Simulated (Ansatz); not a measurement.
System (SMILES): [C-]#[NH+] (C-NH).
Atoms: C1, N2, H3. Bonds: C1-N2, N2-H3.

How fast the highest harmonic wavenumber converges with the basis for several methods (Ansatz, a quantum-chemistry and plane-wave program): deviation from each method's own reference, in cm⁻¹. References: CCSD(T) 3806 cm⁻¹, the value in aug-cc-pVTZ; HF 4046 cm⁻¹, the value in def2-QZVPPD; MP2 3831 cm⁻¹, the value in def2-QZVPP; PBE 3703 cm⁻¹, the value in def2-QZVPPD; PBE0 3833 cm⁻¹, the value in def2-QZVPPD. Cartesian d functions, on some or all atoms, in 6-31G*; all else is spherical. In correlated methods cores are frozen. Core-valence sets carry the plain set on hydrogen. No added dispersion term, no relativity. Each level at its own minimum, unscaled; the references are large sets that could be run, not limits.

```json
[
 {"basis": "6-31G*", "functions": "32", "CCSD(T)": "12", "HF": "47", "MP2": "20", "PBE": "15", "PBE0": "31"},
 {"basis": "6-311+G**", "functions": "50", "CCSD(T)": "14", "HF": "1", "MP2": "5", "PBE": "9", "PBE0": "7"},
 {"basis": "aug-cc-pVDZ", "functions": "55", "CCSD(T)": "-29", "HF": "-9", "MP2": "-36", "PBE": "-16", "PBE0": "-12"},
 {"basis": "def2-TZVP", "functions": "68", "CCSD(T)": "-20", "HF": "-7", "MP2": "-33", "PBE": "-6", "PBE0": "-5"},
 {"basis": "pcseg-2", "functions": "74", "CCSD(T)": "18", "HF": "3", "MP2": "4", "PBE": "1", "PBE0": "1"},
 {"basis": "cc-pVTZ", "functions": "74", "CCSD(T)": "18", "HF": "6", "MP2": "5", "PBE": "5", "PBE0": "6"},
 {"basis": "def2-TZVPP", "functions": "76", "CCSD(T)": "13", "HF": "4", "MP2": "0", "PBE": "7", "PBE0": "6"},
 {"basis": "def2-TZVPPD", "functions": "91", "CCSD(T)": "8", "HF": "3", "MP2": "-6", "PBE": "5", "PBE0": "4"},
 {"basis": "jun-cc-pV(T+d)Z", "functions": "92", "CCSD(T)": "1", "HF": "-2", "MP2": "-12", "PBE": "-2", "PBE0": "-1"},
 {"basis": "6-311++G(3df,3pd)", "functions": "96", "CCSD(T)": "12", "HF": "-1", "MP2": "1", "PBE": "5", "PBE0": "4"},
 {"basis": "cc-pCVTZ", "functions": "100", "CCSD(T)": "11", "HF": "-1", "MP2": "-1", "PBE": "-3", "PBE0": "-2"},
 {"basis": "aug-cc-pVTZ", "functions": "115", "CCSD(T)": "0", "HF": "-3", "MP2": "-14", "PBE": "-4", "PBE0": "-3"}
]
```

Mean absolute deviation over 6-311+G**, def2-TZVP, pcseg-2, cc-pVTZ, def2-TZVPP, def2-TZVPPD, jun-cc-pV(T+d)Z, 6-311++G(3df,3pd), cc-pCVTZ: HF 3, PBE0 4, PBE 5, MP2 8, CCSD(T) 13 cm⁻¹.
